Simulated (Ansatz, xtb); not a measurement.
## C4H10S: which of two isomers lies lower

We compare a, `CCCSC`, a singlet, with b, `CC(C)(C)S`, a singlet. Both are isolated molecules in the gas phase, relaxed with PBE0-D3(BJ)/def2-SVP; the shapes shown needn't be the lowest conformers.

a (Å):

```json
{"atom": "C", "x (Å)": "-0.6175", "y (Å)": "2.4620", "z (Å)": "0.2091"}
{"atom": "C", "x (Å)": "-0.5507", "y (Å)": "0.9521", "z (Å)": "0.3606"}
{"atom": "C", "x (Å)": "-0.4282", "y (Å)": "0.2022", "z (Å)": "-0.9600"}
{"atom": "C", "x (Å)": "-3.1208", "y (Å)": "-0.4309", "z (Å)": "-1.2613"}
{"atom": "S", "x (Å)": "-1.7983", "y (Å)": "0.4371", "z (Å)": "-2.1285"}
{"atom": "H", "x (Å)": "-0.7290", "y (Å)": "2.9594", "z (Å)": "1.1841"}
{"atom": "H", "x (Å)": "-1.4686", "y (Å)": "2.7510", "z (Å)": "-0.4263"}
{"atom": "H", "x (Å)": "0.2966", "y (Å)": "2.8545", "z (Å)": "-0.2653"}
{"atom": "H", "x (Å)": "-1.4380", "y (Å)": "0.5885", "z (Å)": "0.9071"}
{"atom": "H", "x (Å)": "0.3148", "y (Å)": "0.6719", "z (Å)": "0.9867"}
{"atom": "H", "x (Å)": "-0.2979", "y (Å)": "-0.8793", "z (Å)": "-0.7884"}
{"atom": "H", "x (Å)": "0.4610", "y (Å)": "0.5456", "z (Å)": "-1.5144"}
{"atom": "H", "x (Å)": "-2.8522", "y (Å)": "-1.4815", "z (Å)": "-1.0702"}
{"atom": "H", "x (Å)": "-3.3906", "y (Å)": "0.0580", "z (Å)": "-0.3133"}
{"atom": "H", "x (Å)": "-3.9993", "y (Å)": "-0.4096", "z (Å)": "-1.9213"}
```

b (Å):

```xyz
15

C    -1.5334   -1.9573    1.3025
C    -1.0050   -1.2084    0.0839
C    -0.3685    0.1157    0.4919
C    -2.1250   -0.9745   -0.9274
S     0.2341   -2.2525   -0.8057
H    -2.3068   -1.3581    1.8124
H    -0.7297   -2.1551    2.0285
H    -1.9748   -2.9216    1.0123
H     0.0309    0.6479   -0.3834
H    -1.1153    0.7623    0.9833
H     0.4582   -0.0412    1.2019
H    -2.5796   -1.9249   -1.2458
H    -1.7521   -0.4523   -1.8216
H    -2.9131   -0.3537   -0.4724
H     1.1130   -2.3470    0.2162
```

Quicker runs give these differences E(b) − E(a): GFN2-xTB −0.312 eV; HF/STO-3G +0.167 eV (at GFN2-xTB geometries); r2SCAN-D4/def2-SVP −0.268 eV (at GFN2-xTB geometries).

Task: Which of the two would you expect CCSD(T)/def2-SVP + ΔMP2/def2-TZVPP electronic energies to favour?

Result: Structure b; the calculation gives E(b) − E(a) = −0.264 eV.

Level by level:

```csv
level,geometry,E(b) − E(a) (eV),departure from the last row (eV),"job, with rough time for the two"
GFN2-xTB,GFN2-xTB,−0.312,−0.048,"optimisation, 0.12 s"
HF/STO-3G,GFN2-xTB,+0.167,+0.431,"single point, 0.38 s"
r2SCAN-D4/def2-SVP,GFN2-xTB,−0.268,−0.003,"single point, 5.2 s"
PBE0-D3(BJ)/def2-SVP,PBE0-D3(BJ)/def2-SVP,−0.222,+0.042,"optimisation, 38 s"
HF/def2-SVP,PBE0-D3(BJ)/def2-SVP,−0.222,+0.042,part of the CCSD(T) run
MP2/def2-SVP,PBE0-D3(BJ)/def2-SVP,−0.383,−0.119,part of the CCSD(T) run
CCSD(T)/def2-SVP,PBE0-D3(BJ)/def2-SVP,−0.367,−0.102,single point
CCSD(T)/def2-SVP + ΔMP2/def2-TZVPP,PBE0-D3(BJ)/def2-SVP,−0.264,,"single point, 61 s"
```

As drawn, b has 1 C–C, 1 S–H in place of 1 C–S, 1 C–H.

HF/STO-3G puts the two in the other order. The largest departure from CCSD(T)/def2-SVP + ΔMP2/def2-TZVPP is that of HF/STO-3G, 0.431 eV. The last row adds to CCSD(T) the change of the MP2 difference between the two basis sets, here +0.102 eV.

With thermal terms from frequencies at re-optimised GFN2-xTB minima (ideal gas, soft modes damped towards free rotors, one conformer each, 298.15 K, 1 atm): on the last row, ΔE + ΔZPE = −0.329, ΔH = −0.329, ΔG = −0.300 eV.

The correlated steps freeze 9 core orbitals. Codes used: Ansatz 0.2.0, xtb 6.7.1; the last row on 2 threads of Arm Neoverse V2 on a shared host.
